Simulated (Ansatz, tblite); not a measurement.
# The cluster K₂I+: one state, many levels

The task here is to estimate one member of a computed series from the others.

Computed with Ansatz 0.2.0, Gaussian basis. Level: as each input shows.

The runs, in order: GFN1-xTB, GFN2-xTB, PBE-D4/def2-TZVP, r2SCAN-D4/def2-TZVP, HSE06-D4/def2-TZVP, HF/def2-TZVP, BHLYP-D4/def2-TZVP, r2SCANh-D4/def2-TZVP, B3LYP-D4/def2-TZVP, PBE-D4/def2-SVP, PBE0-D4/def2-SVP, CCSD(T)/def2-TZVPP, MP2/def2-TZVP, RPA/def2-TZVP.

4 further runs of the same task are left out: 4 set aside as unsound or not needed. Runs told in other sessions of the task aren't counted.

## The relaxed structure

The geometry is that of the singlet, from an earlier relaxation (r2SCAN-D4/def2-TZVP). At that level it is the lowest of the isomers that a small search found.

3 atoms, charge 1, spin multiplicity 1.

Bond lengths: K1–I3 3.222 Å, K2–I3 3.222 Å. Angles: K1–I3–K2 179.9°.

I takes a core potential in the def2 sets. No spin-orbit coupling is included. The ion is computed in the gas phase, without counter-ions or solvent.

PBE0-D4/def2-TZVP was run before; its log isn't repeated, and its numbers join the tables.

Set-up of the first run:

Tight binding, by tblite at 300 K electronic temperature and without a spin-polarisation term:

```python
tblite.interface.Calculator('GFN1-xTB', numbers, positions, charge=1, uhf=0).singlepoint()
```

Tight binding, by tblite at 300 K electronic temperature and without a spin-polarisation term:

```python
tblite.interface.Calculator('GFN2-xTB', numbers, positions, charge=1, uhf=0).singlepoint()
```

start.molden holds the orbitals of an earlier run on this state, given as this run's starting guess.

in.yaml reads:

```yaml
crystal:
  periodic: [false, false, false]
  atoms:
    - {symbol: K, position_ang: [-2.514662, -1.617830, 1.201218]}
    - {symbol: K, position_ang: [2.515384, 1.616785, -1.201134]}
    - {symbol: I, position_ang: [-0.000712, 0.001045, -0.000084]}
basis:
  gaussian: {orbitals: def2-TZVP, initial_orbitals: start.molden}
total_charge: 1
hamiltonian: {xc: pbe, dispersion: d4}
scf: {omitted_lower_state_checks: [starts]}
output: {orbitals: {seedname: orbitals}}
```

Launch:

```bash
$ ansatz run in.yaml --threads 4 --pin off --events-out ev --progress --plain --max-ram 3916MiB
```

Among the steps run: PBE-D4/def2-TZVP; r2SCAN-D4/def2-TZVP; HSE06-D4/def2-TZVP; HF/def2-TZVP; BHLYP-D4/def2-TZVP; r2SCANh-D4/def2-TZVP; B3LYP-D4/def2-TZVP; PBE-D4/def2-SVP; PBE0-D4/def2-SVP; CCSD(T)/def2-TZVPP; MP2/def2-TZVP; RPA/def2-TZVP.

One table of the session follows, with a row left open; its other results are not shown here.

| level | HOMO (eV) | LUMO (eV) | gap (eV) |
| --- | --- | --- | --- |
| HF/def2-TZVP | -11.73 | -2.59 | 9.14 |
| PBE-D4/def2-SVP | -8.19 | -4.57 | 3.62 |
| PBE-D4/def2-TZVP | ? | ? | ? |
| r2SCAN-D4/def2-TZVP | -8.56 | -3.75 | 4.81 |
| r2SCANh-D4/def2-TZVP | -8.95 | -3.65 | 5.31 |
| B3LYP-D4/def2-TZVP | -9.15 | -4.37 | 4.79 |
| PBE0-D4/def2-SVP | -9.27 | -4.01 | 5.26 |
| PBE0-D4/def2-TZVP | -9.39 | -4.03 | 5.36 |
| HSE06-D4/def2-TZVP | -9.00 | -4.33 | 4.67 |
| BHLYP-D4/def2-TZVP | -10.28 | -3.74 | 6.54 |

Q: Estimate the row for PBE-D4/def2-TZVP from the others.

As computed: HOMO (eV): -8.34; LUMO (eV): -4.62; gap (eV): 3.73. In the column «HOMO (eV)» it lies between r2SCAN-D4/def2-TZVP (-8.56) and PBE-D4/def2-SVP (-8.19).
